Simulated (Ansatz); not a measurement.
**N2 (singlet): the correlation ladder, cc-pVTZ**

How much of the correlation energy of N2 (singlet) does each wave-function method recover here?

Method: cc-pVTZ, core rule «outside noble gas», up to 2 orbitals frozen; program: Ansatz 0.2.0, Gaussian basis.

The runs, in order: UHF; CCSD(T) on RHF; BCCD(T) on RHF; CISD; CCSDT(Q) on RHF; CISDTQ; CCSDTQ on RHF; CASSCF and MRCISD+Q, 10 electrons in 8 orbitals; CASSCF and MRCISD+Q(relaxed), 10 electrons in 8 orbitals; CASSCF and NEVPT2, 10 electrons in 8 orbitals.

9 further runs of the same task are left out: 9 set aside as unsound or not needed.

### 1 What is computed

The geometry is an MP2(full)/6-31G* stationary point (not a proven minimum).

2 atoms, charge 0, spin multiplicity 1.

Atoms are counted from 1 here; the program's logs count them from 0.

Bond lengths: N1–N2 1.130 Å.

### 2 UHF

in.yaml

```yaml
crystal:
  periodic: [false, false, false]
  atoms:
    - {symbol: N, position_ang: [0.000000, 0.000000, 0.000000]}
    - {symbol: N, position_ang: [0.000000, 0.000000, 1.129980]}
basis:
  gaussian: {orbitals: cc-pVTZ}
magnetization: {spin_polarized: true, initial_magnetization: 0}
hamiltonian: {xc: hf}
output: {orbitals: {seedname: orbitals}}
```

Started as:

```
$ ansatz run in.yaml --threads 1 --pin off --events-out ev --progress --plain --max-ram 3956MiB --backend cpu
```

The runs that follow: CCSD(T) on RHF; BCCD(T) on RHF; CISD; CCSDT(Q) on RHF; CISDTQ; CCSDTQ on RHF; CASSCF and MRCISD+Q, 10 electrons in 8 orbitals; CASSCF and MRCISD+Q(relaxed), 10 electrons in 8 orbitals; CASSCF and NEVPT2, 10 electrons in 8 orbitals.

**Question.** What will the summary of the whole plan be? Wanted: RCCSDTQ below the RHF energy; RMP2 from RCCSDTQ; RCCSD from RCCSDTQ; RCCSD(T) from RCCSDTQ; RCCSDT(Q) from RCCSDTQ; NEVPT2 valence from RCCSDTQ; MRCISD+Q valence from RCCSDTQ; MRCISD+Q(relaxed) valence from RCCSDTQ; T1 diagnostic.

**Answer**, as computed:

```
                              quantity                                                                      value
          RCCSDTQ below the RHF energy                                                                -10.8647 eV
                     RMP2 from RCCSDTQ                                                            +10.35 kcal/mol
                    RCCSD from RCCSDTQ                                                            +13.27 kcal/mol
                 RCCSD(T) from RCCSDTQ                                                             +0.88 kcal/mol
                RCCSDT(Q) from RCCSDTQ                                                             -0.19 kcal/mol
           NEVPT2 valence from RCCSDTQ                                                            +25.30 kcal/mol
         MRCISD+Q valence from RCCSDTQ                                                             +0.84 kcal/mol
MRCISD+Q(relaxed) valence from RCCSDTQ                                                             +0.41 kcal/mol
     levels within 1 kcal/mol (43 meV)  RCCSD(T), BCCD(T), RCCSDT(Q), MRCISD+Q valence, MRCISD+Q(relaxed) valence
                         T1 diagnostic                                                                      0.014
        effectively unpaired electrons                                                                       0.07
```

RCCSD(T) misses by +0.88 kcal/mol, 0.4 % of the correlation energy. One determinant dominates. Of the multireference levels listed MRCISD+Q(relaxed) valence comes nearest in total energy (+0.41 kcal/mol), which doesn't show that its space is the better one. These misses are within one basis, not against nature.
